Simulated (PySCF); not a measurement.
Consider glyoxal, `O=CC=O` (C2H2O2). Numbering: `[O:1]=[CH:2][CH:3]=[O:4]`

Energies: ωB97X-D3(BJ)/ma-def2-TZVP (PySCF, density fitting, integration grid level 2) on PBE0-D3(BJ)/ma-def2-SVP structures. The prefix ma- adds one diffuse s and one diffuse p function on all atoms but H. Zero-point and thermal terms (298.15 K, 1 bar) come from unscaled PBE0-D3(BJ)/ma-def2-SVP harmonic frequencies, with soft modes damped to free rotors in the entropy.

(1) What are the vertical and the adiabatic electron affinity for forming the radical anion?

(2) Where does the unpaired spin of the relaxed radical anion sit?

(3) What reduction potential follows in DMSO (IEF-PCM), given that Fc+/Fc comes at 4.53 V absolute with this functional and basis?

Results:

(1) 0.79 eV vertical and 1.28 eV adiabatic, the latter with zero-point energy.

(2) O1 (carbonyl oxygen) 0.32, O4 (carbonyl oxygen) 0.32, C2 (carbonyl-type carbon) 0.19, C3 (carbonyl-type carbon) 0.19 (intrinsic atomic orbital populations).

(3) In the gas phase −ΔG of reduction is 1.290 eV, and solvation is -23.6 kJ/mol for the parent and -252.3 kJ/mol for the product, so the absolute potential is 3.66 V, or -0.87 V against Fc+/Fc. Fc+/Fc in DMSO, 4.53 V, is ωB97X-D3(BJ)/ma-def2-TZVP on PBE0-D3(BJ)/def2-SVP structures with GFN2-xTB thermal terms. Benchmark calculations put it near 5.0 V in acetonitrile and DMSO, so it is about 0.5 V low, and the value against it can read up to that much too high. The solvent is electrostatics only, on gas-phase structures; the absolute scale refers to an electron at rest in vacuum.
